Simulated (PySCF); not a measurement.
Telling isomers of C$_{3}$H$_{5}$NO$_{2}$ apart by NMR

- B3LYP/pcJ-1 coupling constants (spin–dipole term left out of most H,H and C,H couplings)
- structure optimised with PBE0-D3(BJ)/def2-SVP
- PBE0/pcSseg-1 with gauge-including orbitals
- code: PySCF 2.14.0 with density-fitted response routines
- gas phase, single conformer, one averaged value for each set of equivalent atoms, no relativistic terms

Chemical shifts δ = σref − σ; ¹H (σref 31.27) and ¹³C (σref 184.41) against TMS, all at this level. Multiplet labels drop J under 1 Hz and among equivalent protons, and merge close values. Unscaled 3J(H,H) run several per cent high. Acid and N–H amide carbonyl carbons lie up to 10 ppm further downfield in solution (hydrogen bonding). Shifts are as computed. Against solution values, carbons near 30 ppm lie about +2 ppm off and those near 130 ppm about +5 ppm. Of 1211 compounds with measured shifts, 218 miss one by over three times the rms of a fit or turn the order of signals round; such compounds aren't used in these exercises. Groups on amide-type nitrogens are kept apart (slow C–N rotation). OH and NH positions are gas-phase values without hydrogen bonding to other molecules.

(1) Tabulate the signals of `NC(=O)CC=O`, `CC(=O)C(N)=O` and their relative energies.

(2) What is the quickest way to tell NC(=O)CC=O from CC(=O)C(N)=O?

Answers

(1) 
| SMILES | carbon types | δC | δH | E rel. (kcal/mol) |
| --- | --- | --- | --- | --- |
| NC(=O)CC=O | 1×C 1×CH 1×CH2 | 206.1, 164.4, 50.4 | 9.80 (s, 1H), 7.51 (br, 1H), 4.55 (br, 1H), 3.20 (s, 2H) | 5.4 |
| CC(=O)C(N)=O | 2×C 1×CH3 | 204.3, 160.2, 27.1 | 6.50 (br, 1H), 4.15 (br, 1H), 2.48 (s, 3H) | 0.0 |

Energies are electronic energies at PBE0/pcSseg-1 on these geometries, without zero-point or thermal terms, each for the one conformer computed, which needn't be the lowest.

(2) Both give the same number of carbon signals, but DEPT or the intensities differ. The first has an aldehyde carbonyl carbon (CH) at 206.1 ppm, the second a methyl carbon α to a carbonyl (CH3) at 27.1 ppm. Their most deshielded carbons lie at 206.1 and 204.3 ppm. In the proton spectra the most deshielded non-exchanging signals are 9.80 (s, 1H) and 2.48 (s, 3H).
